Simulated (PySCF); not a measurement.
Species: C₄H₄F₂.
SMILES with atom numbers: `[CH3:1][C:2]1=[CH:3][C:4]1([F:5])[F:6]` (hydrogens: H7, H8, H9 on C1; H10 on C3)

The same species was optimised twice, with GFN2-xTB and with PBE0-D3(BJ)/def2-SVP (PySCF), and the same property calculations (PySCF, gas phase) were run on both structures.

| coordinate | GFN2-xTB | PBE0-D3(BJ)/def2-SVP | change |
| --- | --- | --- | --- |
| C3–C4 (Å) | 1.463 | 1.444 | -0.019 |
| C2–C4 (Å) | 1.467 | 1.450 | -0.017 |
| C4–F5 (Å) | 1.363 | 1.353 | -0.010 |
| C4–F6 (Å) | 1.363 | 1.353 | -0.010 |
| C1–C2 (Å) | 1.463 | 1.472 | +0.009 |
| C2=C3 (Å) | 1.321 | 1.323 | +0.002 |
| C1–C2–C4 (°) | 145.2 | 147.3 | +2.1 |
| C1–C2–C3 (°) | 151.8 | 150.1 | -1.7 |
| C2–C4–C3 (°) | 53.6 | 54.4 | +0.8 |
| C3–C2–C4 (°) | 63.1 | 62.6 | -0.5 |
| C2–C4–F5 (°) | 122.6 | 122.2 | -0.4 |
| C2–C3–C4 (°) | 63.4 | 63.0 | -0.4 |
| C2–C4–F6 (°) | 122.5 | 122.2 | -0.3 |
| F5–C4–F6 (°) | 106.0 | 106.1 | +0.1 |

Rotational constants: A = 5972, B = 2696, C = 2578 MHz (GFN2-xTB) against A = 6052, B = 2709, C = 2591 MHz (PBE0-D3(BJ)/def2-SVP). Point groups within 0.08 Å: Cs and Cs.

On the GFN2-xTB structure: lowest singlet, TDDFT (eV) 6.05 [PBE0/def2-SVPD]; lowest triplet, Tamm–Dancoff (eV) 4.98 [PBE0/def2-SVPD]; isotropic polarisability (au) 46.6 [PBE0/def2-SVPD]; HOMO (eV) -8.26 [PBE0/def2-SVPD]; LUMO (eV) -0.39 [PBE0/def2-SVPD]; dipole (D) 3.42 [PBE0/def2-SVPD]; HOMO (eV) -8.14 [PBE0/pcSseg-1]; LUMO (eV) -0.28 [PBE0/pcSseg-1]; dipole (D) 3.25 [PBE0/pcSseg-1]; GIAO shielding of C1 (ppm) 175.7 [PBE0/pcSseg-1]; GIAO shielding of C2 (ppm) 40.5 [PBE0/pcSseg-1]; GIAO shielding of C3 (ppm) 59.3 [PBE0/pcSseg-1]; GIAO shielding of C4 (ppm) 78.2 [PBE0/pcSseg-1]; GIAO shielding of F5/F6 (mean) (ppm) 296.8 [PBE0/pcSseg-1].

Question: What do these properties become on the PBE0-D3(BJ)/def2-SVP structure?

Answer: 
```
                                    property           level  on GFN2-xTB  on PBE0-D3(BJ)/def2-SVP  change
                  lowest singlet, TDDFT (eV)  PBE0/def2-SVPD         6.05                     6.18   +0.13
           lowest triplet, Tamm–Dancoff (eV)  PBE0/def2-SVPD         4.98                     4.96   -0.02
               isotropic polarisability (au)  PBE0/def2-SVPD         46.6                     46.9    +0.3
                                   HOMO (eV)  PBE0/def2-SVPD        -8.26                    -8.39   -0.13
                                   LUMO (eV)  PBE0/def2-SVPD        -0.39                    -0.39    0.00
                                  dipole (D)  PBE0/def2-SVPD         3.42                     3.38   -0.04
energy, GFN2-xTB geometry as zero (kcal/mol)  PBE0/def2-SVPD          0.0                     -0.9    -0.9
                                   HOMO (eV)   PBE0/pcSseg-1        -8.14                    -8.27   -0.13
                                   LUMO (eV)   PBE0/pcSseg-1        -0.28                    -0.29   -0.01
                                  dipole (D)   PBE0/pcSseg-1         3.25                     3.21   -0.04
energy, GFN2-xTB geometry as zero (kcal/mol)   PBE0/pcSseg-1          0.0                     -0.8    -0.8
                  GIAO shielding of C1 (ppm)   PBE0/pcSseg-1        175.7                    173.9    -1.8
                  GIAO shielding of C2 (ppm)   PBE0/pcSseg-1         40.5                     40.6    +0.1
                  GIAO shielding of C3 (ppm)   PBE0/pcSseg-1         59.3                     58.7    -0.6
                  GIAO shielding of C4 (ppm)   PBE0/pcSseg-1         78.2                     80.4    +2.2
        GIAO shielding of F5/F6 (mean) (ppm)   PBE0/pcSseg-1        296.8                    295.9    -0.9
```

The heavy atoms differ by 0.014 Å rms after alignment. Among bonds between heavy atoms C3–C4 changes most (-0.019 Å). Changes are differences of the printed values. Neither structure is proved a minimum here.
